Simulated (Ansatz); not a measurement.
## SiCl⁺, triplet: the ladder up to UCCSDT(Q)

Geometry: that of the SiCl, doublet, kept fixed. The singlet lies 3.7 eV lower here.

```yaml
atoms:
  - { symbol: Si, position_ang: [0.0000, 0.0000, 0.0000] }
  - { symbol: Cl, position_ang: [0.0000, 0.0000, 2.0671] }
```

Basis cc-pVDZ; Ansatz 0.2.0. Correlated methods freeze the noble-gas cores, which leaves 10 electrons in 26 orbitals. R marks a restricted (for open shells ROHF) determinant, U an unrestricted one. Active spaces: valence = (10e, 8o) chosen from the atoms' valence shells.

Full CI isn't at hand for all of this; UCCSDT(Q) serves as the reference, and is uncertain by the last step of the cluster series or more. The frozen core follows each run's orbitals, which can shift R against U totals by a few meV.

For open shells CISD is restricted-active-space CI with the open shells as a complete middle space.

- UHF ⟨S²⟩: 2.016
- T1 diagnostic (RCCSD): 0.0359
- largest doubles amplitude (RCCSD): 0.065
- T1 diagnostic (UCCSD): 0.0263

```
                   level  E − E(UCCSDT(Q)) (mEh)  share of correlation (%)  wall time
                     RHF                  203.90                      0.00          –
                     UHF                  200.38                      1.73          –
                    RMP2                   30.72                     84.94          –
                    UMP2                   30.37                     85.10          –
                    CISD                   19.88                     90.25      1.8 s
                   RCCSD                    8.40                     95.88          –
                   UCCSD                    8.14                     96.01          –
                RCCSD(T)                    1.67                     99.18      2.5 s
                UCCSD(T)                    1.69                     99.17      2.3 s
                 BCCD(T)                    1.82                     99.11      2.7 s
                  RCCSDT                    0.65                     99.68          –
                  UCCSDT                    0.62                     99.70          –
               RCCSDT(Q)                    0.17                     99.92      9.5 s
  CASSCF (valence space)                  162.28                     20.41          –
  NEVPT2 (valence space)                   37.17                     81.77      3.5 s
  MRCISD (valence space)                   12.65                     93.79          –
MRCISD+Q (valence space)                    2.14                     98.95      4.4 s
```

The correlation energy at UCCSDT(Q), counted from RHF, is -5.549 eV. That run took 8.5 s on 1 thread of Arm Neoverse V1, shared host.

Times hold each run's SCF and search for its determinant on a shared host, so for small cases they say little of a method's own cost; they ran on 1 thread of Arm Neoverse V1.

Natural occupations of CASSCF (valence space) about the gap: 1.996 1.976 1.965 1.005 1.003 0.029 0.027; effectively unpaired electrons, Σ n²(2−n)², 2.01.
